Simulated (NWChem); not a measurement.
# BH3 (borane): BHLYP/def2-TZVPPD

We compute energy and gradient of BH3 (borane). 

The results are computed with NWChem 7.3.0.

### 1 The molecule

BH3: 4 atoms, total charge 0, spin state singlet. SMILES: `B`. Geometry: relaxed at PBE0-D4/def2-TZVP.

Bond lengths: B1–H2 1.193 Å, B1–H3 1.193 Å, B1–H4 1.193 Å. Angles: H2–B1–H3 120.0°, H2–B1–H4 120.0°, H3–B1–H4 120.0°.

### 2 Energy and gradient at BHLYP/def2-TZVPPD

The input, bh3.nw:

```
start bh3
title "BH3"
memory 2200 mb

geometry noautosym nocenter noautoz
B     0.013900   -0.015100   -0.005100
H     0.982200    0.381700    0.568800
H    -0.276200   -1.171800    0.043000
H    -0.664400    0.744900   -0.626900
end

basis spherical bse
* library def2-TZVPPD
end

dft
xc bhlyp
grid xfine
convergence energy 1e-08
iterations 100
mulliken
end

task dft gradient
```

On the command line:

```
nwchem bh3.nw > bh3.out
```

Q: Predict the results. Wanted: total energy; dipole moment; HOMO energy; LUMO energy; HOMO–LUMO gap; largest force on an atom.

Answer, from the run:

At BHLYP/def2-TZVPPD:

```
                quantity         value
            total energy  -26.60117 Eh
           dipole moment        0.00 D
             HOMO energy     -11.34 eV
             LUMO energy      -0.92 eV
           HOMO–LUMO gap      10.42 eV
largest force on an atom    0.283 eV/Å
```

**Reading.** The largest force is 0.28 eV/Å: the shape isn't a stationary point for this species at this level.
